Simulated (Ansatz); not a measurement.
# C3H3 radical: small, medium and large basis sets

The task here is to estimate one member of a computed series from the others.

Computed with Ansatz 0.2.0, Gaussian basis. Level: one geometry, several basis sets.

Plan: PBE0-D4/def2-SVP; ωB97M-V/def2-SVP; PBE0-D4/def2-QZVPP; ωB97M-V/def2-QZVPP; the functionals' def2-TZVPP values are taken from earlier runs.

1 further run of the same task is left out (it didn't finish).

## The geometry

The geometry comes from an earlier relaxation with PBE0-D4 in a triple-zeta def2 set; it is a stationary point.

SMILES `[CH]=C=C`, 6 atoms, charge 0, spin multiplicity 2.

Atoms are counted from 1 here; the program's logs count them from 0.

Bond lengths: C1–C2 1.221 Å, C1–H4 1.064 Å, C2–C3 1.363 Å, C3–H5 1.083 Å, C3–H6 1.083 Å. Angles: C2–C1–H4 180.0°, C1–C2–C3 180.0°, C2–C3–H5 120.7°, C2–C3–H6 120.7°, H5–C3–H6 118.5°.

Set-up of the first run:

Contents of in.yaml:

```yaml
crystal:
  periodic: [false, false, false]
  atoms:
    - {symbol: C, position_ang: [-1.297368, -0.372151, -0.660545]}
    - {symbol: C, position_ang: [-0.243368, -0.069746, -0.123931]}
    - {symbol: C, position_ang: [0.933661, 0.267858, 0.475357]}
    - {symbol: H, position_ang: [-2.215947, -0.635850, -1.128174]}
    - {symbol: H, position_ang: [1.864947, 0.234429, -0.075884]}
    - {symbol: H, position_ang: [0.958076, 0.575450, 1.513176]}
basis:
  gaussian: {orbitals: def2-SVP}
magnetization: {spin_polarized: true, initial_magnetization: 1}
hamiltonian: {xc: pbe0, dispersion: d4}
output: {orbitals: {seedname: orbitals}}
```

Run with:

```console
$ ansatz run in.yaml --threads 4 --pin off --events-out ev --progress --plain --max-ram 10444MiB
```

Steps of the session up to this table: PBE0-D4 in def2-SVP; ωB97M-V in def2-SVP; PBE0-D4 in def2-QZVPP; ωB97M-V in def2-QZVPP.

One of the session's tables, all rows but one given; the rest of the session is left out.

It belongs to the step «Density functionals: the series». 

| functional | basis | HOMO (eV) | LUMO (eV) |
| --- | --- | --- | --- |
| PBE0-D4 | def2-SVP | ? | ? |
| PBE0-D4 | def2-TZVPP | -6.36 | -2.42 |
| PBE0-D4 | def2-QZVPP | -6.38 | -2.45 |
| ωB97M-V | def2-SVP | -8.20 | -0.30 |
| ωB97M-V | def2-TZVPP | -8.28 | -0.55 |
| ωB97M-V | def2-QZVPP | -8.29 | -0.61 |

Q: Estimate the row for PBE0-D4, def2-SVP from the others.

The run gave: HOMO (eV): -6.29; LUMO (eV): -2.26. In the column «HOMO (eV)» it is the highest.
